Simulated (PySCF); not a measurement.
allene (C₃H₄), SMILES C=C=C.

Coordinates come from a PBE0-D3(BJ)/def2-TZVP optimisation.

The numbers are results of PBE0-D3(BJ)/def2-TZVP (PySCF), not measurements.

Frequencies are harmonic and unscaled.

Modes within 1.5 cm⁻¹ of each other (mostly degenerate sets) share a row, with their intensities summed.

```csv
mode,ν (cm⁻¹),IR (km/mol),Raman (Å⁴/amu),depolarisation,moving atoms (share of kinetic energy)
1–2,376,14.7,2.0,0.75,"C 64 %, H 36 %"
3–4,870,119.6,2.1,0.75,"H 75 %, C 25 %"
5,885,0.0,2.4,0.75,H 100 %
6–7,1009,0.9,0.2,0.75,"H 62 %, C 38 %"
8,1120,0.0,61.8,0.23,"C 61 %, H 39 %"
9,1415,5.2,0.0,–,H 93 %
10,1477,0.0,14.6,0.74,"H 66 %, C 34 %"
11,2071,91.8,2.4,0.75,C 97 %
12,3146,0.4,48.3,0.75,H 95 %
13,3149,0.0,324.7,0.07,H 95 %
14–15,3227,0.3,194.1,0.75,"H 89 %, C 11 %"
```
